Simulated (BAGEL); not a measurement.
# C3H4FN (SMILES N=C/C=C/F) at HF/def2-SVP (density fitting with qzvpp-jkfit)

What is the vertical ionisation energy of C3H4FN at HF/def2-SVP (density fitting with qzvpp-jkfit)? 

Program for the calculation: BAGEL 1.2.2.

## (1) Starting point

C3H4FN: 9 atoms, total charge 0, spin state singlet. SMILES: `N=C/C=C/F`. The shape is that of a GFN2-xTB optimisation. This is one conformer, not always the lowest.

Bond lengths: N1–C2 1.258 Å, C2–C3 1.463 Å, C3–C4 1.328 Å, C4–F5 1.335 Å, N1–H6 1.018 Å, C2–H7 1.087 Å, C3–H8 1.080 Å, C4–H9 1.082 Å. Angles: N1–C2–C3 129.5°, C2–C3–C4 123.8°, C3–C4–F5 121.9°, N1–C2–H7 115.6°, C3–C2–H7 114.8°, C2–N1–H6 115.7°, C2–C3–H8 117.1°, C4–C3–H8 119.1°, C3–C4–H9 126.6°, F5–C4–H9 111.5°.

## (2) A single-point energy at HF/def2-SVP (density fitting with qzvpp-jkfit)

hf.json

```json
{ "bagel" : [

{
  "title" : "molecule",
  "basis" : "svp",
  "df_basis" : "qzvpp-jkfit",
  "angstrom" : "true",
  "geometry" : [
    { "atom" : "N", "xyz" : [    0.832070,    1.271940,   -1.110820 ] },
    { "atom" : "C", "xyz" : [    0.999220,    0.119140,   -0.634830 ] },
    { "atom" : "C", "xyz" : [    0.135650,   -0.654420,    0.257200 ] },
    { "atom" : "C", "xyz" : [   -1.039780,   -0.226390,    0.701810 ] },
    { "atom" : "F", "xyz" : [   -1.797530,   -0.965290,    1.515470 ] },
    { "atom" : "H", "xyz" : [   -0.029000,    1.742420,   -0.838500 ] },
    { "atom" : "H", "xyz" : [    1.919450,   -0.380220,   -0.925430 ] },
    { "atom" : "H", "xyz" : [    0.489050,   -1.628780,    0.561490 ] },
    { "atom" : "H", "xyz" : [   -1.509120,    0.721600,    0.473610 ] }
  ]
},
{ "title" : "hf" },
{ "title" : "print", "file" : "orbitals.molden", "orbitals" : "true" }

]}
```

The run is started by

```
$ BAGEL_NUM_THREADS=1 BAGEL hf.json > hf.out
```

Output:

```text
* using 1 threads per process

  ===============================================================
  ===============================================================

  *** Geometry ***

  { "atom" : "N", "xyz" : [      1.572384,      2.403618,     -2.099146 ] },
  { "atom" : "C", "xyz" : [      1.888252,      0.225142,     -1.199655 ] },
  { "atom" : "C", "xyz" : [      0.256341,     -1.236675,      0.486038 ] },
  { "atom" : "C", "xyz" : [     -1.964899,     -0.427815,      1.326229 ] },
  { "atom" : "F", "xyz" : [     -3.396839,     -1.824134,      2.863823 ] },
  { "atom" : "H", "xyz" : [     -0.054802,      3.292697,     -1.584535 ] },
  { "atom" : "H", "xyz" : [      3.627235,     -0.718512,     -1.748809 ] },
  { "atom" : "H", "xyz" : [      0.924171,     -3.077948,      1.061062 ] },
  { "atom" : "H", "xyz" : [     -2.851823,      1.363626,      0.894993 ] },

  Number of auxiliary basis functions:      451

  Since a DF basis is specified, we compute 2- and 3-index integrals:
    o Being stored without compression. Storage requirement is 0.029 GB

  Number of basis functions:       90
  Number of electrons      :       38

    * METHOD: MOLECULE                             1.20

  *** RHF ***

  === Nuclear Repulsion ===
   154.5846273322

      * DIIS with orbital gradients will be used.

  === RHF iteration (svp) ===
      0       -269.35085046          0.01697895           0.26
      1       -269.49648788          0.01053676           0.27
      2       -269.55167464          0.00185402           0.42
      3       -269.55451995          0.00073020           0.46
      4       -269.55491259          0.00024256           0.20
      5       -269.55499140          0.00011917           0.19
      6       -269.55501367          0.00005459           0.13
      7       -269.55501877          0.00001481           0.14
      8       -269.55501903          0.00000605           0.30
      9       -269.55501905          0.00000260           0.29
     10       -269.55501906          0.00000075           0.19
     11       -269.55501906          0.00000022           0.22
     12       -269.55501906          0.00000007           0.24
     13       -269.55501906          0.00000003           0.24
     14       -269.55501906          0.00000001           0.26
    * SCF iteration converged.

    * Permanent dipole moment:
           (    0.273165,     0.180468,    -0.245558) a.u.

    * METHOD: HF                                   4.60

    * METHOD: PRINT                                0.05

  ===============================================================
```

It took 7 s on 1 thread of Intel Xeon at 2.50GHz (Skylake/Cascade Lake), shared host.

## (3) The doublet cation

input.json

```json
{ "bagel" : [

{
  "title" : "molecule",
  "basis" : "svp",
  "df_basis" : "qzvpp-jkfit",
  "angstrom" : true,
  "geometry" : [
    { "atom" : "N", "xyz" : [    0.832070,    1.271940,   -1.110820 ] },
    { "atom" : "C", "xyz" : [    0.999220,    0.119140,   -0.634830 ] },
    { "atom" : "C", "xyz" : [    0.135650,   -0.654420,    0.257200 ] },
    { "atom" : "C", "xyz" : [   -1.039780,   -0.226390,    0.701810 ] },
    { "atom" : "F", "xyz" : [   -1.797530,   -0.965290,    1.515470 ] },
    { "atom" : "H", "xyz" : [   -0.029000,    1.742420,   -0.838500 ] },
    { "atom" : "H", "xyz" : [    1.919450,   -0.380220,   -0.925430 ] },
    { "atom" : "H", "xyz" : [    0.489050,   -1.628780,    0.561490 ] },
    { "atom" : "H", "xyz" : [   -1.509120,    0.721600,    0.473610 ] }
  ]
},
{
  "title" : "uhf",
  "charge" : 1,
  "nopen" : 1
},
{
  "title" : "print",
  "file" : "orbitals.molden",
  "orbitals" : true
}

]}
```

The run is started by

```
$ BAGEL_NUM_THREADS=1 BAGEL input.json > input.out
```

Output:

```text
* using 1 threads per process

  ===============================================================
  ===============================================================

  *** Geometry ***

  { "atom" : "N", "xyz" : [      1.572384,      2.403618,     -2.099146 ] },
  { "atom" : "C", "xyz" : [      1.888252,      0.225142,     -1.199655 ] },
  { "atom" : "C", "xyz" : [      0.256341,     -1.236675,      0.486038 ] },
  { "atom" : "C", "xyz" : [     -1.964899,     -0.427815,      1.326229 ] },
  { "atom" : "F", "xyz" : [     -3.396839,     -1.824134,      2.863823 ] },
  { "atom" : "H", "xyz" : [     -0.054802,      3.292697,     -1.584535 ] },
  { "atom" : "H", "xyz" : [      3.627235,     -0.718512,     -1.748809 ] },
  { "atom" : "H", "xyz" : [      0.924171,     -3.077948,      1.061062 ] },
  { "atom" : "H", "xyz" : [     -2.851823,      1.363626,      0.894993 ] },

  Number of auxiliary basis functions:      451

  Since a DF basis is specified, we compute 2- and 3-index integrals:
    o Being stored without compression. Storage requirement is 0.029 GB

  Number of basis functions:       90
  Number of electrons      :       38

    * METHOD: MOLECULE                             2.06

  *** Open-shell HF ***

  === Nuclear Repulsion ===
   154.5846273322

      * DIIS with orbital gradients will be used.

  === UHF iteration (svp) ===
      0       -269.01656751          0.03448105           1.09
      1       -269.14307915          0.02378932           0.66
      2       -269.18342501          0.01673641           0.88
      3       -269.22154799          0.00133783           0.81
      4       -269.22418112          0.00072392           0.83
      5       -269.22533421          0.00044957           0.69
      6       -269.22676795          0.00038041           0.51
      7       -269.22754337          0.00031914           0.51
      8       -269.22840577          0.00020192           0.65
      9       -269.22860621          0.00008021           1.01
     10       -269.22860958          0.00004403           0.75
     11       -269.22861301          0.00003605           0.83
     12       -269.22861507          0.00001721           0.61
     13       -269.22861594          0.00000847           0.91
     14       -269.22861609          0.00000454           0.74
     15       -269.22861612          0.00000269           0.76
     16       -269.22861614          0.00000177           0.75
     17       -269.22861615          0.00000097           0.64
     18       -269.22861616          0.00000053           0.51
     19       -269.22861616          0.00000036           0.59
     20       -269.22861616          0.00000029           0.55
     21       -269.22861616          0.00000025           0.60
     22       -269.22861616          0.00000020           0.69
     23       -269.22861616          0.00000018           0.53
     24       -269.22861616          0.00000015           0.62
     25       -269.22861616          0.00000010           0.46
     26       -269.22861616          0.00000006           0.49
     27       -269.22861616          0.00000004           0.53
     28       -269.22861616          0.00000003           0.43
     29       -269.22861616          0.00000001           0.61
     30       -269.22861616          0.00000001           0.42
    * SCF iteration converged.

    * S^2 (UHF) is 0.9451

    * Permanent dipole moment:
           (    0.042022,    -0.001987,    -0.018537) a.u.

    * METHOD: UHF                                 21.92

    * METHOD: PRINT                                0.02

  ===============================================================
```

Wall time 25 s (1 thread of Intel Xeon at 2.50GHz (Skylake/Cascade Lake), shared host).

## (4) Outcome

Level: HF/def2-SVP (density fitting with qzvpp-jkfit).

```
                                          quantity          value
                      singlet C3H4FN: total energy  -269.55502 Eh
                     singlet C3H4FN: dipole moment         1.04 D
                       singlet C3H4FN: HOMO energy      -10.22 eV
                       singlet C3H4FN: LUMO energy        2.50 eV
                     singlet C3H4FN: HOMO–LUMO gap       12.71 eV
                      doublet cation: total energy  -269.22862 Eh
                              doublet cation: ⟨S²⟩          0.945
vertical ionisation energy (to the doublet cation)       8.882 eV
```

**Reading.** The vertical ionisation energy comes to 8.88 eV (857 kJ/mol). −ε(HOMO) before ionisation, 10.22 eV, is 1.34 eV above this ionisation energy. ⟨S²⟩ (doublet cation) is 0.95 where a pure doublet has 0.75: the reference is spin-contaminated.
